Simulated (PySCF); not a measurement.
From a raw peak list to a structure

Formula C4H6N2. The spectrum was simulated from the full spin Hamiltonian at 500 MHz with 1.2 Hz Lorentzian lines, from shifts rounded to 0.01 ppm and J to 0.1 Hz, couplings under 1 Hz left out.

Maxima in ppm (height), grouped by integral:
1H: 7.301 (19), 7.298 (19)
1H: 7.151 (19), 7.149 (19)
1H: 6.863 (11), 6.860 (19), 6.857 (11)
3H: 3.770 (100)

¹³C{¹H} NMR (computed): δ 140.3 (CH), 137.2 (CH), 122.6 (CH), 33.6 (CH3).

[PySCF 2.14: geometry: GFN2-xTB; σ from GIAO-PBE0/pcSseg-1; B3LYP/pcJ-1 coupling constants (spin–dipole term only in couplings to heteroatoms); relativity neglected; equivalent nuclei averaged; no solvent model; single conformer]

δ = σ(ref) − σ, references computed at the same level: TMS for ¹H and ¹³C.

Question: Analyse the multiplets.

Answer: ¹H NMR (500 MHz, computed): δ 7.30 (d, J = 1.6 Hz, 1H), 7.15 (d, J = 1.4 Hz, 1H), 6.86 (t, J = 1.5 Hz, 1H), 3.77 (s, 3H). These are first-order names from the parameters used; overlap and second-order distortion can hide them in the list.

Question: What is the compound?

Answer: `C1=CN=CN1C`.

Structure with atom numbers: `[CH3:1][n:2]1[cH:3][cH:4][n:5][cH:6]1` (H(Xn): hydrogen on atom n).

- δ 7.30: H(C4), hydrogen on an aromatic CH next to a ring nitrogen, coupled to H(C3) (1.6 Hz).
- δ 7.15: H(C6), hydrogen on an aromatic CH between two ring heteroatoms, coupled to H(C3) (1.4 Hz).
- δ 6.86: H(C3), hydrogen on an aromatic CH next to a ring nitrogen, coupled to H(C4) and H(C6) (1.5 Hz).
- δ 3.77: H(C1), hydrogen on a methyl carbon bonded to N.

This is the structure that produced the data.

Splittings below 1 Hz are ignored in the labels, and close J values are merged. Unscaled 3J(H,H) at this level run about 10 % above measured values. Shifts are as computed. Against solution values, carbons near 30 ppm lie about +3 ppm off and those near 130 ppm about +5 ppm. Of 1211 compounds with measured shifts, 218 miss one by over three times the rms of a fit or turn the order of signals round; such compounds aren't used in these exercises.
